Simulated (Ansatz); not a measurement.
**Structure relaxation of CsSc3Fe**

Theory: Ansatz, DFT PBE, scalar-relativistic, plane waves, PAW. Cutoff 420 eV, Γ-centred k mesh, Gaussian smearing, no spin polarisation in the final step.

CsSc3Fe was placed on the cubic perovskite structure type (Pm-3m, No. 221), with Cs in place of Sr, Fe in place of Ti, Sc in place of O, at a guessed volume.

```yaml
crystal:
  lattice:
    - [4.76683, 0.00000, 0.00000]
    - [0.00000, 4.76683, 0.00000]
    - [0.00000, 0.00000, 4.76683]
  atoms:
    - { symbol: Cs, position: [0.00000, 0.00000, 0.00000] }
    - { symbol: Sc, position: [0.00000, 0.50000, 0.50000] }
    - { symbol: Sc, position: [0.50000, 0.00000, 0.50000] }
    - { symbol: Sc, position: [0.50000, 0.50000, 0.00000] }
    - { symbol: Fe, position: [0.50000, 0.50000, 0.50000] }
```

Cell and atoms relax at zero pressure; the relaxation can't lower the symmetry of the start. After a coarse first stage the cell is made exact in the group found at 0.06 Å.

Energies over the elements count from the elements' standard structures at the same level, with no empirical corrections.

Problem. Describe the relaxed structure.

Solution. It keeps Pm-3m (No. 221). The result still has the cubic perovskite structure. Conventional cell: a = 5.125 Å. Cs is coordinated by 12 Sc at 3.62 Å; Sc has 2 Fe at 2.56 Å; Fe has 6 Sc at 2.56 Å.

Space group Pm-3m (No. 221). a = 5.125 Å, b = 5.125 Å, c = 5.125 Å, α = 90.00°, β = 90.00°, γ = 90.00°
| atom | site | symmetry | x | y | z |
| --- | --- | --- | --- | --- | --- |
| Cs | 1a | m-3m | 0.0000 | 0.0000 | 0.0000 |
| Sc | 3c | 4/mm.m | 0.0000 | 0.5000 | 0.5000 |
| Fe | 1b | m-3m | 0.5000 | 0.5000 | 0.5000 |

Problem. What are its volume, energy, density and gap?

Solution. The volume per atom is 26.92 Å³ and the density is 3.99 g/cm³. The energy over the elements is 0.42 eV/atom and the gap on the 8×8×8 mesh is 0 eV (a metal).

The final run used a 8×8×8 mesh on its 5-atom cell and 0.10 eV smearing. The k mesh leaves about 4 meV/atom of noise in metals. Symmetry constrained the relaxation, so the result can be a saddle point. The steps took of the order of 60 core-seconds in all.

Cost: 3 runs of about 1 core-minutes in all, on Arm Neoverse V1 (shared hosts).